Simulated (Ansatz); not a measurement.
## Two structures, one formula

Two relaxed structures of CH3BCl, doublet (PBE0-D4/def2-TZVP; forces vanish, vibrations not checked).

A:

B1  (-0.639, -0.158, -0.619)
C2  (0.621, -0.044, 0.235)
Cl3  (0.976, -1.445, 1.329)
H4  (-1.475, -0.994, -0.740)
H5  (1.498, 0.090, -0.406)
H6  (0.571, 0.849, 0.866)
(Å)

B:

```
6
angstrom
B -0.5662 0.0720 -0.5954
C 0.4669 0.0973 0.5091
Cl 1.1911 -1.3067 1.1198
H -0.9086 -0.9634 -1.0794
H -1.0223 1.1141 -0.9621
H 0.8391 0.9867 1.0080
```

Computed with Ansatz 0.2.0 (basis: def2-TZVPP); correlated methods freeze the cores; orbitals are unrestricted. B3LYP uses VWN-RPA correlation.

Question: Which structure is lower at CCSD(T), and by how much? (To be estimated.)

Answer: The calculation gives: B, by 76.8 kJ/mol (electronic energy, against the other). By their contacts, A is CH₃BCl ([BH][CH2][Cl]) and B is CH₃BCl ([BH2][CH][Cl]).

All methods give the same order:

```tsv
method	E(B) − E(A) (kJ/mol)
PBE-D4	-78.6
r2SCAN-D4	-76.0
PBE0-D4	-75.9
B3LYP-D4	-82.4
wB97M-V	-84.5
HF	-73.5
MP2	-67.4
CCSD	-76.6
CCSD(T)	-76.8
```

No T1 diagnostic of these runs exceeds 0.020. ⟨S²⟩ of the unrestricted Hartree–Fock references: 0.76 (a pure state has 0.75).

Labels in which every atom is bracketed show which atoms are joined, not bond orders.

For scale, one of the runs: CCSD(T)/def2-TZVPP, 146 basis functions, launched by `ansatz run in.yaml --threads 2 --pin off --events-out ev --progress --plain --max-ram 4352MiB`. The run took 35 s on 2 CPU threads of an Arm Neoverse V2 (shared host), with 2 GiB of host memory at its peak.
